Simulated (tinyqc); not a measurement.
Inside a calculation (part 2 of 2). Method: G0W0 on RHF in the sto-3g basis, for H2O, spin multiplicity 1. Computed by tinyqc, a small Python program that keeps every step (integrals from PySCF). Command: `OMP_NUM_THREADS=1 python tinyqc.py 29017 29018 out.jsonl` (the two numbers bound the seeds that draw the settings). One thread of a shared host (Intel(R) Xeon(R) Processor @ 2.60GHz), about 0.07 s of CPU time with the checks.

Geometry (angstrom):

| atom | x | y | z |
|---|---|---|---|
| O | 0.000000 | 0.000000 | 0.000000 |
| H | 0.000000 | 0.802000 | 0.721000 |
| H | 0.000000 | -0.846000 | 0.760000 |

## Screening: direct RPA

orbital energies (hartree): MO1 -20.272544, MO2 -1.214126, MO3 -0.533499, MO4 -0.451805, MO5 -0.392567, MO6 0.477878, MO7 0.569595

Given earlier and not repeated: Two-electron integrals over orbitals (pq|rs).

With D = e_a - e_i and K = (ia|jb): diagonalise D^(1/2) (D + 4K) D^(1/2) = Z w^2 Z^T; X + Y = D^(1/2) Z w^(-1/2), each column of Z with its largest component positive (the first on a tie); E_c = (sum w - tr (D + 2K)) / 2.

D^(1/2) (D + 4K) D^(1/2) (hartree^2):
```
            1>6         1>7        2>6        2>7        3>6        3>7        4>6        4>7
1>6  432.694118    0.216338   0.282155  -0.052683   0.000837  -0.104569  -0.062633   0.053369
1>7    0.216338  436.025472  -0.049776   0.430047   0.068283  -0.038726   0.031220  -0.190587
2>6    0.282155   -0.049776   3.492888   0.064728  -0.116784   0.326484   0.263117   0.080445
2>7   -0.052683    0.430047   0.064728   3.682237   0.127929   0.157529   0.102776  -0.062788
3>6    0.000837    0.068283  -0.116784   0.127929   1.310006  -0.068264  -0.163717   0.173385
3>7   -0.104569   -0.038726   0.326484   0.157529  -0.068264   1.921446   0.383148   0.139400
4>6   -0.062633    0.031220   0.263117   0.102776  -0.163717   0.383148   1.269955  -0.023713
4>7    0.053369   -0.190587   0.080445  -0.062788   0.173385   0.139400  -0.023713   1.322248
5>6    0.000000    0.000000   0.000000   0.000000   0.000000   0.000000   0.000000   0.000000
5>7    0.000000    0.000000   0.000000   0.000000   0.000000   0.000000   0.000000   0.000000

          5>6       5>7
1>6  0.000000  0.000000
1>7  0.000000  0.000000
2>6  0.000000  0.000000
2>7  0.000000  0.000000
3>6  0.000000  0.000000
3>7  0.000000  0.000000
4>6  0.000000  0.000000
4>7  0.000000  0.000000
5>6  0.874936  0.011065
5>7  0.011065  1.022918
```

excitation energies w (hartree): 0.934940  1.011801  1.015568  1.054123  1.237959  1.413385  1.884843  1.942325  20.800971  20.881570

X + Y:
```
             1         2          3          4          5          6          7          8
1>6   0.000000  0.000000   0.000308  -0.000375  -0.000472   0.001597  -0.001854  -0.000577
1>7   0.000000  0.000000  -0.000704   0.001332   0.001002   0.000644   0.002264  -0.002469
2>6   0.000000  0.000000  -0.031120  -0.054935   0.032951  -0.292412   0.768611   0.482480
2>7   0.000000  0.000000  -0.050747   0.069691  -0.020315  -0.090806  -0.536568   0.792913
3>6   0.000000  0.000000   0.466280  -0.550158   0.603625  -0.098464  -0.059688   0.004302
3>7   0.000000  0.000000  -0.306782  -0.300943   0.118492   0.768678   0.106611   0.140091
4>6   0.000000  0.000000   0.793534   0.258520  -0.236550   0.302168   0.068444   0.080487
4>7   0.000000  0.000000  -0.071751   0.708093   0.617840   0.095457   0.033902   0.004130
5>6   0.962236  0.068781   0.000000   0.000000   0.000000   0.000000   0.000000   0.000000
5>7  -0.075228  0.972477   0.000000   0.000000   0.000000   0.000000   0.000000   0.000000

             9         10
1>6   0.996704   0.064295
1>7  -0.064561   0.996975
2>6   0.000189  -0.000021
2>7  -0.000055   0.000288
3>6  -0.000002   0.000035
3>7  -0.000054  -0.000024
4>6  -0.000032   0.000013
4>7   0.000034  -0.000095
5>6   0.000000   0.000000
5>7   0.000000   0.000000
```

RPA correlation energy = -0.06971663 hartree

## G0W0 on Hartree-Fock: HOMO

W(p,q,m) = sqrt2 sum_ia (pq|ia) (X+Y)_ia,m; Sigma_c(x) = sum_(i,m) W^2/(x - e_i + w_m) + sum_(a,m) W^2/(x - e_a - w_m); solve x = e_p + Sigma_c(x) by Newton steps; Z = 1/(1 - dSigma/dx); 1 hartree = 27.211386 eV.

The 12 largest terms at x = e_p (hartree; W for the signs of X + Y given):

| q | m | W | term |
|---|---|---|---|
| 5 | 6 | -0.225519 | 0.035984 |
| 5 | 8 | -0.196668 | 0.019913 |
| 5 | 7 | -0.159519 | 0.013500 |
| 2 | 1 | -0.062963 | 0.002257 |
| 5 | 3 | -0.043632 | 0.001875 |
| 6 | 1 | 0.045508 | -0.001147 |
| 5 | 5 | 0.035679 | 0.001028 |
| 3 | 2 | -0.030219 | 0.000792 |
| 5 | 4 | -0.026562 | 0.000669 |
| 7 | 2 | 0.035014 | -0.000621 |
| 2 | 2 | -0.026407 | 0.000380 |
| 3 | 1 | 0.012152 | 0.000137 |

Newton steps (hartree):

| step | x | Sigma_c(x) | Z |
|---|---|---|---|
| 0 | -0.392567 | 0.074833 | 0.952800 |
| 1 | -0.321266 | 0.071453 | 0.956583 |
| 2 | -0.321121 | 0.071446 | 0.956590 |
| 3 | -0.321121 | 0.071446 | 0.956590 |

quasiparticle energy of the HOMO = -8.738147 eV

Hartree-Fock value = -10.682297 eV

## G0W0 on Hartree-Fock: LUMO

As before.

The 12 largest terms at x = e_p (hartree; W for the signs of X + Y given):

| q | m | W | term |
|---|---|---|---|
| 4 | 6 | 0.130236 | 0.007239 |
| 6 | 8 | -0.111761 | -0.006431 |
| 7 | 5 | 0.090399 | -0.006146 |
| 3 | 5 | 0.107544 | 0.005142 |
| 6 | 7 | -0.086603 | -0.003979 |
| 2 | 7 | 0.110779 | 0.003431 |
| 4 | 8 | 0.089020 | 0.002759 |
| 2 | 8 | 0.091718 | 0.002315 |
| 6 | 5 | -0.049452 | -0.001975 |
| 4 | 7 | 0.069974 | 0.001740 |
| 4 | 5 | -0.060113 | 0.001667 |
| 6 | 6 | -0.043917 | -0.001365 |

Newton steps (hartree):

| step | x | Sigma_c(x) | Z |
|---|---|---|---|
| 0 | 0.477878 | 0.008559 | 0.975119 |
| 1 | 0.486224 | 0.008346 | 0.975047 |
| 2 | 0.486224 | 0.008346 | 0.975047 |

quasiparticle energy of the LUMO = 13.230829 eV

Hartree-Fock value = 13.003731 eV
